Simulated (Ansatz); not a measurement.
**AlPH2+ (quartet): from Hartree-Fock to the top rungs, cc-pVTZ**

One table from this session's results is given with a row withheld; the runs are named, their logs left out.

The runs use Ansatz 0.2.0, Gaussian basis; cc-pVTZ, core rule «outside noble gas», up to 10 orbitals frozen.

Plan: UHF; CCSD(T) on ROHF; CCSD(T) on UHF; BCCD(T) on ROHF; CCSDT(Q) on ROHF; CCSDT(Q) on UHF.

16 further runs of the same task are left out: 10 for a known fault of the program, 6 set aside as unsound or not needed.

### The system

The geometry is a PBE0/def2-TZVP stationary point (not a proven minimum) of the parent state, kept for this charge and spin.

4 atoms, charge 1, spin multiplicity 4.

Atoms are counted from 1 here; the program's logs count them from 0.

Bond lengths: Al1–P2 2.334 Å, Al1–H3 1.588 Å, Al1–H4 1.588 Å. Angles: P2–Al1–H3 119.7°, P2–Al1–H4 119.7°, H3–Al1–H4 120.5°.

The first run:

File in.yaml:

```yaml
crystal:
  periodic: [false, false, false]
  atoms:
    - {symbol: Al, position_ang: [0.000000, 0.000000, 1.179176]}
    - {symbol: P, position_ang: [0.000000, 0.000000, -1.155185]}
    - {symbol: H, position_ang: [0.000000, 1.378539, 1.966597]}
    - {symbol: H, position_ang: [0.000000, -1.378539, 1.966597]}
basis:
  gaussian: {orbitals: cc-pVTZ}
total_charge: 1
magnetization: {spin_polarized: true, initial_magnetization: 3}
hamiltonian: {xc: hf}
output: {orbitals: {seedname: orbitals}}
```

Started as:

```bash
ansatz run in.yaml --threads 1 --pin off --events-out ev --progress --plain --max-ram 4096MiB --backend cpu
```

Among the steps run: UHF; CCSD(T) on ROHF; CCSD(T) on UHF; BCCD(T) on ROHF; CCSDT(Q) on ROHF; CCSDT(Q) on UHF.

One of the session's tables, all rows but one given; the rest of the session is left out.

It belongs to the step «Misses and costs». 

```
   method  from UCCSDT(Q) (meV)
     ROHF               +5318.2
      UHF               +5285.5
     RMP2               +1171.2
     UMP2                     ?
    RCCSD                +219.0
    UCCSD                +216.5
 RCCSD(T)                 +46.5
 UCCSD(T)                 +44.5
  BCCD(T)                 +45.8
   RCCSDT                  +9.3
   UCCSDT                  +7.3
RCCSDT(Q)                  +2.3
UCCSDT(Q)                     0
```

Q: Estimate the row for UMP2 from the others.

The run gave: from UCCSDT(Q) (meV): +1164.5. In the column «from UCCSDT(Q) (meV)» it lies between RCCSD (+219.0) and RMP2 (+1171.2).

Caveats from the session: Restricted and unrestricted rows rest on different reference determinants; where their highest levels disagree by more than a few hundredths of an eV, they describe different states and don't form one ladder.
